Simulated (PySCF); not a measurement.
**AlS at r²SCAN**

Level: r²SCAN. Al def2-SVP, S def2-SVP; no relativity (PySCF 2.14).

```
state                                           : ²Σ⁺ (doublet), unpaired electrons σ ↑
bond length                                     : 2.035 Å
harmonic wavenumber                             : 639 cm⁻¹
force constant                                  : 3.52 mdyn/Å
rotational constant Be                          : 0.2782 cm⁻¹
anharmonicity ωexe                              : 2.99 cm⁻¹
vibration–rotation constant αe                  : 0.00159 cm⁻¹
well depth De to Al + S                         : 102.3 kcal/mol
dissociation energy D0                          : 101.3 kcal/mol
bond order (Mayer)                              : 2.21
dipole moment (positive dipole means Al(−)S(+)) : -3.65 D
```

The state is the lowest determinant that a PBE0 search found; another state may lie lower at other levels.
